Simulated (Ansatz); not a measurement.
Cost and result for the atomization energy of C3H6FN, SMILES `NC/C=C\F` (11 atoms, 10 bonds).

Z-matrix (Å, degrees):
```
C
C 1 1.491
N 1 1.458 2 109.8
H 1 1.098 2 109.6 3 126.5
H 1 1.096 2 108.6 3 -117.2
C 2 1.320 1 125.9 3 -128.8
H 2 1.085 1 117.2 3 49.9
H 3 1.012 1 110.4 2 -175.4
H 3 1.013 1 110.0 2 66.4
F 6 1.342 2 122.7 1 -0.7
H 6 1.083 2 125.3 1 179.5
```

Total charge 0; spin multiplicity 1. All single points use the PBE0-D4/def2-TZVP geometry. It is one conformer, not always the lowest. Program: Ansatz. All runs use 4 threads of an Arm Neoverse V2 on a shared host. Times are those of one run each, without the atoms' runs, and a repeat can differ threefold. Electronic energies, without spin–orbit coupling; frozen cores. CCSD(T)/CBS adds CCSD(T) − MP2 in def2-TZVPP to the MP2 limit, and its time is that of the two runs behind it. T1 = 0.011. B3LYP takes the VWN-RPA correlation (the form of Gaussian; ORCA's B3LYP/G).

CCSD(T)/CBS is a level of theory with its own doubt, some kJ/mol a heavy atom from the limit and from the frozen cores, so smaller differences don't rank the functionals.

```csv
level,functions,wall time
PBE-D4/def2-TZVPP (with forces),239,2 s
PBE0-D4/def2-TZVPP,239,2.1 s
B3LYP-D4/def2-TZVPP (with forces),239,3.3 s
r2SCAN-D4/def2-TZVPP (with forces),239,3.9 s
B2PLYP/def2-TZVPP,239,4.3 s
ωB97X-V/def2-TZVPP,239,6 s
ωB97M-V/def2-TZVPP (with forces),239,8.5 s
MP2/def2-QZVPP,465,19 s
CCSD(T)/def2-TZVPP,239,2.2 min
CCSD(T)/CBS(def2),–,2.5 min
```

Q: What atomization energy does each give, and how far from CCSD(T)/CBS? (Estimate.)

A: Ansatz gave: 
```json
{"level": "PBE-D4/def2-TZVPP (with forces)", "atomization (kJ/mol)": "4469.4", "difference from CCSD(T)/CBS": "143.4", "per bond": "14.3"}
{"level": "PBE0-D4/def2-TZVPP", "atomization (kJ/mol)": "4364.2", "difference from CCSD(T)/CBS": "38.2", "per bond": "3.8"}
{"level": "B3LYP-D4/def2-TZVPP (with forces)", "atomization (kJ/mol)": "4343.4", "difference from CCSD(T)/CBS": "17.4", "per bond": "1.7"}
{"level": "r2SCAN-D4/def2-TZVPP (with forces)", "atomization (kJ/mol)": "4333.5", "difference from CCSD(T)/CBS": "7.5", "per bond": "0.7"}
{"level": "B2PLYP/def2-TZVPP", "atomization (kJ/mol)": "4294.7", "difference from CCSD(T)/CBS": "-31.3", "per bond": "-3.1"}
{"level": "ωB97X-V/def2-TZVPP", "atomization (kJ/mol)": "4339.3", "difference from CCSD(T)/CBS": "13.3", "per bond": "1.3"}
{"level": "ωB97M-V/def2-TZVPP (with forces)", "atomization (kJ/mol)": "4347.7", "difference from CCSD(T)/CBS": "21.7", "per bond": "2.2"}
{"level": "MP2/def2-QZVPP", "atomization (kJ/mol)": "4356.8", "difference from CCSD(T)/CBS": "30.8", "per bond": "3.1"}
{"level": "CCSD(T)/def2-TZVPP", "atomization (kJ/mol)": "4210.5", "difference from CCSD(T)/CBS": "-115.5", "per bond": "-11.5"}
{"level": "CCSD(T)/CBS(def2)", "atomization (kJ/mol)": "4326.0", "difference from CCSD(T)/CBS": "0.0", "per bond": "0.0"}
```

From PBE to PBE0 (25 % exact exchange), in def2-TZVPP and without D4, the atomization energy moves by −102.4 kJ/mol: exact exchange takes away binding that semilocal exchange gives to molecules. The D4 term adds +26.7 kJ/mol with B3LYP and +14.0 kJ/mol with PBE0; it sums over pairs of atoms, weighted by their polarisabilities, and B3LYP, whose exchange is more repulsive, gets the larger term. In def2-TZVPP, CCSD(T) changes the Hartree–Fock value by +1137.3 kJ/mol (the triples alone add +70.2 kJ/mol) and MP2 by +1215.2 kJ/mol; breaking electron pairs costs correlation energy, which Hartree–Fock lacks.
